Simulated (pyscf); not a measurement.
Single points on ωB97X-D3(BJ)/def2-SVP structures (PySCF, gas phase). Correlated levels are frozen-core, on RHF or UHF. ΔMP2 is the change of the MP2 total energy from the triple- to the quadruple-zeta basis.

**Question.** Estimate by transition-state theory the rate constant of F–CH=CH–F + H atom (H•) -> hydrogen fluoride (HF) + •HC=CH–F (doublet surface; C–F broken, F–H formed) at 1200 K, with CCSD(T)/def2-TZVPP + ΔMP2(QZVPP) energies (ideal gas, 1 atm, RRHO with modes under 100 cm⁻¹ raised to 100, one conformer, R ln 2 for rigid chiral ones; no tunnelling).

**Answer.** The electronic barrier is 37.6 kcal/mol and the thermal terms add +22.1, so ΔG‡ = 59.7 kcal/mol. With k_BT/h = 2.50e+13 s⁻¹ and RT = 2.385 kcal/mol, and a volume of 1.64e-19 cm³ per molecule at 1 atm, k = 5.4e-17 cm³ molecule⁻¹ s⁻¹. Wigner's tunnelling factor for 2019i cm⁻¹ would be 1.24. A shift of 1 kcal/mol in the barrier changes k by a factor 1.5. F–CH=CH–F lies 11.0 kcal/mol over its isomer H₂C=C(F)–F, and others may lie lower still (electronic energy, ωB97M-D3(BJ)). One saddle was located; it need not be the lowest between these sides. The angle at the transferred F is 179°. The CCSD(T) − MP2 part came from Ansatz, without density fitting, on the same reference. A UHF reference is spin-contaminated (<S²> up to 1.00), which harms MP2 most.
